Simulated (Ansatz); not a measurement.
# CS (singlet): wB97M-V, B2PLYP, RPA-PBE over a series of basis sets

One table from this session's results is given with a row withheld; the runs are named, their logs left out.

Program: Ansatz 0.2.0, Gaussian basis. Level of theory: all electrons in the functionals, frozen cores in the correlation of double hybrids and RPA. These are calculated values, not measurements.

Plan: wB97M-V, B2PLYP, RPA-PBE, at STO-3G; 6-31G; 6-31G*; cc-pV(D+d)Z; cc-pV(T+d)Z; cc-pV(Q+d)Z.

9 further runs of the same task are left out: 9 set aside as unsound or not needed.

## What is computed

The geometry is an MP2(full)/6-31G* stationary point (not a proven minimum).

2 atoms, charge 0, spin multiplicity 1.

Atoms are counted from 1 here; the program's logs count them from 0.

Bond lengths: C1–S2 1.545 Å.

No dispersion term is added; wB97M-V holds VV10 nonlocal correlation.

The first run:

The input, in.yaml:

```yaml
crystal:
  periodic: [false, false, false]
  atoms:
    - {symbol: C, position_ang: [0.000000, 0.000000, 0.000000]}
    - {symbol: S, position_ang: [0.000000, 0.000000, 1.544650]}
basis:
  gaussian: {orbitals: STO-3G}
hamiltonian: {xc: {name: wB97M-V}}
output: {orbitals: {seedname: orbitals}}
```

Started as:

```bash
ansatz run in.yaml --threads 1 --pin off --events-out ev --progress --plain --max-ram 3956MiB --backend cpu
```

Among the steps run: wB97M-V, STO-3G; wB97M-V, 6-31G; wB97M-V, 6-31G*; wB97M-V, cc-pV(D+d)Z; wB97M-V, cc-pV(T+d)Z; wB97M-V, cc-pV(Q+d)Z; B2PLYP, STO-3G; B2PLYP, 6-31G; B2PLYP, 6-31G*; B2PLYP, cc-pV(D+d)Z; B2PLYP, cc-pV(T+d)Z; B2PLYP, cc-pV(Q+d)Z; RPA-PBE, STO-3G; RPA-PBE, 6-31G; RPA-PBE, 6-31G*; RPA-PBE, cc-pV(D+d)Z; RPA-PBE, cc-pV(T+d)Z; RPA-PBE, cc-pV(Q+d)Z.

One table of the session follows, with a row left open; its other results are not shown here.

It belongs to the step «Against the wave-function levels». Atomisation energies, with free atoms from separate runs at the same level and basis (kJ/mol); wave-function rows come from earlier runs:

```
   level  6-31G  cc-pV(Q+d)Z
 wB97M-V  578.7        717.9
  B2PLYP  552.2        709.6
 RPA-PBE      ?            ?
     RHF  237.7        405.0
RCCSD(T)  505.4        701.6
```

Estimate the missing values for RPA-PBE.

**Answer.** 6-31G: 450.1; cc-pV(Q+d)Z: 660.3. In the column «6-31G» it lies between RHF (237.7) and RCCSD(T) (505.4).

Caveats from the session: Core correlation, relativity and spin-orbit terms are not in the calculated values.
